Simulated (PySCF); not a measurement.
Structure problem from calculated spectra and properties.

Formula: C4H5FO.

- Dipole: 3.58 D [PBE0/def2-SVPD]
- UV, first state: lowest singlet excitation: 6.14 eV (202 nm, f = 0.000) [TDDFT PBE0/def2-SVPD]
- XPS: C1s 291.5 (×2), C1s 291.9, C1s 295.7, O1s 538.5, F1s 692.9 eV [ΔSCF SCAN, pcX-2 on the ionised atom, pcseg-1 elsewhere, spin-free X2C]
- Triplet: lowest triplet excitation (Tamm–Dancoff): 5.59 eV [TDA PBE0/def2-SVPD]
- Polarisability: 48.7 au [PBE0/def2-SVPD]
- UV, strongest line: among the 8 lowest singlet transitions: S3 at 7.68 eV (161 nm, f = 0.262) [TDDFT PBE0/def2-SVPD]
- Rotational structure: rotational constants A, B, C: 7.575, 2.664, 2.326 GHz [GFN2-xTB]

Gas-phase values; electronic properties from PySCF, density fitting. Levels stand in brackets. Geometry: GFN2-xTB, one conformer, isolated molecule.

**Question.** What is the compound? Reason from the data.

**Answer.** Numbering: `[O:1]=[C:2]([F:3])[CH:4]1[CH2:5][CH2:6]1`. Its formula, C4H5FO, gives 2 degrees of unsaturation: 1 ring and 1 π bond in the structure found. The core levels belong to: C1s 291.5 eV, three-membered-ring carbon [C5/C6]; C1s 291.9 eV, sp3 carbon next to a carbonyl [C4]; C1s 295.7 eV, acyl halide carbon [C2]; O1s 538.5 eV, carbonyl oxygen [O1]; F1s 692.9 eV, acyl fluorine [F3]. S1 is mainly HOMO→LUMO (weight 0.98); the largest Löwdin shares of the orbital it empties are 0.66 on the carbonyl oxygen, 0.11 on the acyl fluorine, 0.10 on the acyl halide carbon and 0.08 on the sp3 carbon next to a carbonyl, of the orbital it fills 0.37 on the acyl halide carbon, 0.27 on the carbonyl oxygen and 0.10 on the acyl fluorine. The optimised geometry has point group Cs and is an asymmetric top. Structure: `C(F)(C1CC1)=O`. Computed isomers that give other values at the same levels: `FC1=COCC1` (core binding energies: C1s 291.5, C1s 291.9, C1s 292.4, C1s 292.6, O1s 538.9, F1s 693.1 eV); `C/C=C/C(=O)F` (lowest singlet excitation: 5.13 eV (242 nm, f = 0.000)); `CC(=O)/C=C\F` (smallest rotational constant: 1.923 GHz; this holds for the one conformer computed). The assignments are read from this structure; whether some other isomer fits the data as well wasn't checked.

The values belong to the conformer `[O:1]=[C:2]([F:3])[CH:4]1[CH2:5][CH2:6]1`: O1–C2–C4–C5 34°.
